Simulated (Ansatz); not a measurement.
Consider the homolysis of the C–O bond: `COC(F)F` → `[CH3]`• + `[O]C(F)F`•.

Isolated molecules relaxed with PBE0-D4/def2-TZVP in Ansatz; ΔE leaves out vibrations. CCSD(T)/CBS adds triple-zeta CCSD(T) − MP2 to the extrapolated MP2 energy (def2 sets, frozen cores). This one scheme is used for every species. Functionals use def2-TZVPP. B3LYP here is the variant with VWN-RPA as its local correlation; programs differ in this. HSE06 is defined as in plane-wave codes. Open shells (•) are unrestricted, without spin–orbit coupling. Each species was taken in one conformer, which may not be the lowest.

```csv
level,ΔE (kcal/mol),difference from CCSD(T)/CBS
LDA (SPW92),113.9,15.8
revPBE-D4,89.9,-8.2
BLYP-D4,89.2,-8.9
r2SCAN-D4,87.7,-10.4
B97M-V,91.7,-6.4
PBE0-D4,92.6,-5.5
B3LYP-D4,90.6,-7.5
r2SCANh-D4,87.4,-10.7
r2SCAN0-D4,86.9,-11.2
HSE06-D4,92.7,-5.4
BHLYP-D4,87.2,-10.9
ωB97X-V,95.8,-2.3
ωB97M-V,95.9,-2.2
B2PLYP,93.0,-5.1
PBE-QIDH,95.6,-2.5
PBE,92.5,-5.6
revPBE,85.7,-12.4
BLYP,86.4,-11.7
r2SCAN,87.4,-10.7
PBE0,91.6,-6.5
B3LYP,88.6,-9.5
r2SCANh,87.1,-11.0
BHLYP,85.9,-12.2
CAM-B3LYP,92.1,-6.0
LC-ωPBE,92.4,-5.7
RPA@PBE/def2-TZVPP,92.3,-5.8
HF/def2-SVP,61.3,-36.8
CCSD/def2-SVP,91.2,-6.9
CCSD(T)/def2-SVP,93.1,-5.0
HF/def2-TZVPP,58.9,-39.2
MP2/def2-TZVPP,103.4,5.3
SCS-MP2/def2-TZVPP,100.3,2.2
CCSD/def2-TZVPP,92.0,-6.1
CCSD(T)/def2-TZVPP,95.0,-3.1
HF/def2-QZVPP,59.0,-39.1
MP2/def2-QZVPP,105.1,7.0
SCS-MP2/def2-QZVPP,102.2,4.1
HF/CBS(def2),59.0,-39.1
MP2/CBS(def2),106.4,8.3
CCSD/CBS(def2),95.1,-3.0
CCSD(T)/CBS,98.1,0
```

(1) What do rigid-rotor, harmonic-oscillator terms from PBE0-D4/def2-TZVP frequencies (298.15 K, 1 bar) make of the CCSD(T)/CBS value? (Estimate.)

Largest T1 diagnostic among the species: 0.016.

Answers

(1) The calculation gave: ΔZPE = -7.8 kcal/mol, ΔH = +91.7 kcal/mol, ΔS = 161 J/(mol·K), ΔG = +80.3 kcal/mol. Open shells count their whole term as degenerate.

The D4 term adds +2.0 kcal/mol with B3LYP and +1.1 kcal/mol with PBE0; it sums over pairs of atoms, weighted by their polarisabilities, and B3LYP, whose exchange is more repulsive, gets the larger term. Leaving LDA and LC-ωPBE aside and taking each functional with its dispersion term where it has one, the values spread over 9.1 kcal/mol, from r2SCAN0-D4 to ωB97M-V. LDA lies +21.4 kcal/mol from PBE without D4, its usual overbinding. At CCSD(T), def2-SVP lies −5.0 kcal/mol from the extrapolated value and def2-TZVPP −3.1 kcal/mol: correlation converges slowly with the basis, and small sets miss more of it in the bonded molecule than in its fragments.
